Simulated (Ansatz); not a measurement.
Reaction (SMILES): [CH2]Cl (CH2-Cl) → C atom + Cl atom + 2 H atom
B3LYP-D3(BJ)/def2-TZVP geometries, fixed; electronic energies without zero-point terms.

Effect of the final integration grid (spheres per factor e of radius in core and valence, angular degree) at PBE/cc-pV(T+d)Z with Ansatz (an electronic-structure program), against the last row, where the atomisation energy is 297.70 kcal/mol. Open shells are unrestricted. The default's grid is 13, 11, 36.

| setting | largest shift of a total energy (mEh) | shift of the atomisation energy (kcal/mol) |
|---|---|---|
| accuracy: medium (default) | 0.001 | 0.000 |
| final_grid: 4, 3, 11 | -0.521 | -0.102 |
| final_grid: 6, 5, 17 | 0.039 | -0.026 |
| final_grid: 8, 7, 23 | 0.016 | -0.010 |
| final_grid: 10, 9, 29 | 0.001 | -0.001 |
| final_grid: 18, 15, 47 | 0.000 | 0.000 |
| final_grid: 26, 22, 59 | 0.000 | 0.000 |

Within 0.02 kcal/mol in the atomisation energy: accuracy: medium (default); final_grid: 8, 7, 23; final_grid: 10, 9, 29; final_grid: 18, 15, 47. The largest shift is 0.521 mEh in a total energy and 0.102 kcal/mol in the difference.
